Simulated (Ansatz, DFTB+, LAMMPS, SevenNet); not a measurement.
# Equilibrium volume per atom of rhombohedral A7 Bi: levels of theory against measurement

Reference value: 35.13 Å³/atom (measured, copied from a table, unchecked, extrapolated to 0 K and zero-point effects removed; as tabulated in Lejaeghere et al. (2013), arXiv:1204.2733).

| level (code) | value (Å³/atom) | error (%) |
|---|---|---|
| MEAM Bi.meam (LAMMPS) | 35.28 | +0.4 |
| GFN1-xTB as cut by DFTB+ | 34.30 | -2.4 |
| SevenNet-0 | 35.92 | +2.2 |
| LDA (Ansatz) | 33.49 | -4.7 |
| PBE (Ansatz) | 36.94 | +5.2 |
| r²SCAN+rVV10 (Ansatz) | 35.54 | +1.2 |
| HSE06 (Ansatz) | 35.95 | +2.3 |

Once the reference is moved by up to 2.0 % (a margin picked here for doubts on the reference and the settings) and values within 0.3 % count as equal, the nearest can be MEAM Bi.meam (+0.4 %), r²SCAN+rVV10 (+1.2 %), SevenNet-0 (+2.2 %), HSE06 (+2.3 %) or GFN1-xTB as cut by DFTB+ (-2.4 %). By the same margin the farthest can be PBE (+5.2 %) or LDA (-4.7 %).

Density-functional levels without +SOC have no spin–orbit coupling. GFN1-xTB as cut by DFTB+: the method was fitted mainly to molecules. GFN1-xTB as cut by DFTB+: codes differ in how they cut the long-range tail of xTB's charge interaction in a crystal, so the value belongs to this code. LDA: LDA has no dispersion term either, though it tends to give short spacings of layers, chains or molecules. PBE, HSE06: the cell comes from a level without a dispersion term, which matters for the spacing of layers, chains or molecules. HSE06: exact exchange on metals is sensitive to the k mesh and can open a false gap. HSE06: the run warned that the count of filled bands differs between k points. Cutoffs and k meshes differ between the levels. Ansatz's density-functional and Hartree–Fock values are scalar-relativistic unless marked +SOC, with PAW data made under PBE.

Empirical potentials (MEAM Bi.meam) are fitted to chosen data: where that held the value shown, agreement is built in, and what lay outside the fit can be far off. Machine-learned potentials (SevenNet-0) are trained on DFT data: a solid inside that data is no test of them.

Differences are worked out from the printed values.

Ansatz is a program for electronic structure.
